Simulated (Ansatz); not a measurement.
# LiSi+ (triplet): from Hartree-Fock to the top rungs, aug-cc-pVDZ

One table from this session's results is given with a row withheld; the runs are named, their logs left out.

Method: aug-cc-pVDZ, core rule «outside noble gas», up to 6 orbitals frozen; program: Ansatz 0.2.0, Gaussian basis.

Plan: UHF; CCSD(T) on ROHF; CCSD(T) on UHF; BCCD(T) on ROHF; CISD as a restricted active space (open shells left free, so some higher excitations enter); CCSDT(Q) on ROHF; CCSDT(Q) on UHF; Full CI.

28 further runs of the same task are left out: 14 for a known fault of the program, 5 that didn't finish, 9 set aside as unsound or not needed. Runs told in other sessions of the task aren't counted.

## The geometry

The geometry is a PBE0/def2-TZVP stationary point (not a proven minimum) of the parent state, kept for this charge and spin.

2 atoms, charge 1, spin multiplicity 3.

Atoms are counted from 1 here; the program's logs count them from 0.

Bond lengths: Si1–Li2 2.442 Å.

Geometry (Å):

```
Si    0.00000    0.00000    0.00000
Li    0.00000    0.00000    2.44150
```

Set-up of the first run:

Contents of in.yaml:

```yaml
crystal:
  periodic: [false, false, false]
  atoms:
    - {symbol: Si, position_ang: [0.000000, 0.000000, 0.000000]}
    - {symbol: Li, position_ang: [0.000000, 0.000000, 2.441500]}
basis:
  gaussian: {orbitals: aug-cc-pVDZ}
total_charge: 1
magnetization: {spin_polarized: true, initial_magnetization: 2}
hamiltonian: {xc: hf}
output: {orbitals: {seedname: orbitals}}
```

Launch:

```bash
> ansatz run in.yaml --threads 1 --pin off --events-out ev --progress --plain --max-ram 2393MiB
```

Steps of the session up to this table: UHF; CCSD(T) on ROHF; CCSD(T) on UHF; BCCD(T) on ROHF; CISD as a restricted active space (open shells left free, so some higher excitations enter); CCSDT(Q) on ROHF; CCSDT(Q) on UHF; Full CI.

One table of the session follows, with a row left open; its other results are not shown here.

It belongs to the step «Misses and costs». 

```
   method  from FCI (kcal/mol)
     ROHF               +44.18
      UHF               +41.82
     RMP2                    ?
     UMP2               +13.09
     CISD                +1.40
    RCCSD                +1.28
    UCCSD                +1.19
 RCCSD(T)                +0.36
 UCCSD(T)                +0.34
  BCCD(T)                +0.36
   RCCSDT                +0.03
   UCCSDT                +0.03
RCCSDT(Q)                +0.01
UCCSDT(Q)                 0.00
      FCI                    0
```

**Question.** Estimate the row for RMP2.

The run gave: from FCI (kcal/mol): +13.19. In the column «from FCI (kcal/mol)» it lies between UMP2 (+13.09) and UHF (+41.82).

Limits of these values: Levels on UHF freeze UHF's core orbitals, full CI those of ROHF, so the U rows can settle a little off it for that reason alone. Restricted and unrestricted rows rest on different reference determinants; a gap between their highest levels can come from leftover correlation error, from unlike frozen cores or from another state.
